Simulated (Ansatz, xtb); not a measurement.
# Ranking isomers of C4H3FO

4 gas-phase structures of C4H3FO, from a drawn sample of its isomers (lower ones may exist). Each was relaxed with GFN2-xTB; where two conformers were screened, the lower at r2SCAN-D4/def2-SVP//GFN2-xTB is listed:

A. `O=C=C/C=C/F`, a singlet
B. `O=C=C/C=C\F`, a singlet
C. `Fc1ccoc1`, a singlet
D. `CC#CC(=O)F`, a singlet

**Question.** Estimate their order in r2SCAN-D4/def2-SVP//GFN2-xTB energy at these geometries, lowest first.

**Answer.** Calculated order at r2SCAN-D4/def2-SVP//GFN2-xTB: C (0.0), D (47.2), B (49.1), A (59.4) kJ/mol. Less than 1 kcal/mol parts D and B, so the order within that pair means little.

Energies above the lowest of each column, in kJ/mol; the last columns are at r2SCAN-D4/def2-SVP geometries (a dash: not run or not comparable):

```tsv
structure	GFN2-xTB	HF/STO-3G	r2SCAN-D4/def2-SVP//GFN2-xTB	r2SCAN-D4/def2-SVP	CCSD(T)/def2-SVP + ΔMP2/def2-TZVPP
C	0.0	0.0	0.0	0.0	0.0
D	122.2	153.6	47.2	47.2	30.6
B	118.9	198.6	49.1	48.0	43.9
A	118.5	200.1	59.4	57.9	–
```

Every level run on C puts it lowest or level with the lowest. Flexible structures stand in one conformer each, not always the lowest. Frequencies (r2SCAN-D4/def2-SVP) were run for B, C, D alone. ΔMP2 is the change of the MP2 energy from the smaller to the larger basis.

Over these structures GFN2-xTB departs from r2SCAN-D4/def2-SVP//GFN2-xTB by 25.5 kJ/mol on average once a common shift is removed. A GFN2-xTB relaxation took about 0.098 s and the r2SCAN-D4/def2-SVP//GFN2-xTB energy about 1.8 s on a shared host (Ansatz 0.2.0, xtb 6.7.1).
